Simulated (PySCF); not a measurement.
Species: trimethylphosphine sulfide, C3H9PS.
Structure used (GFN2-xTB), in Å, numbered top down from 1:
```
atom  x, y, z in Å
C1    -0.6716    1.4997   -0.3476
P2     0.1592    0.1358    0.5623
C3     1.5554   -0.3396   -0.5346
C4    -1.0146   -1.2713    0.4180
S5     0.6750    0.5752    2.3798
H6    -0.9388    1.2025   -1.3588
H7    -1.5655    1.7848    0.2051
H8     0.0056    2.3522   -0.3748
H9     2.0545   -1.2026   -0.0963
H10    1.2135   -0.5771   -1.5391
H11    2.2609    0.4894   -0.5673
H12   -1.2723   -1.4731   -0.6189
H13   -1.9113   -1.0268    0.9854
H14   -0.5506   -2.1495    0.8645
```

Computed, not measured: PySCF 2.14.0, density-fitted response routines, TDDFT CAM-B3LYP/def2-SVPD, vertical, gas phase, core orbitals frozen in the response.

Ground-to-excited transition dipoles (e·a0, same axes as the geometry; the sign carries no meaning), for the states with f of 0.002 or more among the lowest 7:

| state | E (hartree) | μx | μy | μz |
| --- | --- | --- | --- | --- |
| S1 | 0.2203 | 0.588 | -0.382 | -0.074 |
| S2 | 0.2204 | 0.342 | 0.572 | -0.234 |
| S6 | 0.2459 | -0.187 | -0.114 | 0.082 |
| S7 | 0.2459 | -0.128 | 0.198 | -0.012 |

Task: What oscillator strength does each state have?

Result: f = (2/3) ΔE |μ|² with ΔE in hartree (27.2114 eV).

| state | \|μ\|² (au) | \|μ\| (D) | f |
| --- | --- | --- | --- |
| S1 | 0.497 | 1.79 | 0.073 |
| S2 | 0.498 | 1.79 | 0.073 |
| S6 | 0.055 | 0.59 | 0.009 |
| S7 | 0.055 | 0.60 | 0.009 |

Task: What is the point group, and which symmetry does each of these states have?

Result: C3v. From a totally symmetric ground state, an allowed state transforms like the component of the dipole operator along its μ. Polarised across the main axis, so E: S1, S2, S6 and S7.

Task: What peak molar absorption coefficient would the strongest computed level give as a lone Gaussian band 0.5 eV wide at half height?

Result: ε(max) = 2.175×10⁸ f / FWHM, with the width in cm⁻¹. S1/S2 (f summed): 2.175×10⁸ × 0.1462 / 4033 ≈ 7900 L mol⁻¹ cm⁻¹.

S1/S2 and S6/S7 coincide within about 0.01 eV; within a degenerate level the directions of the single components are arbitrary.
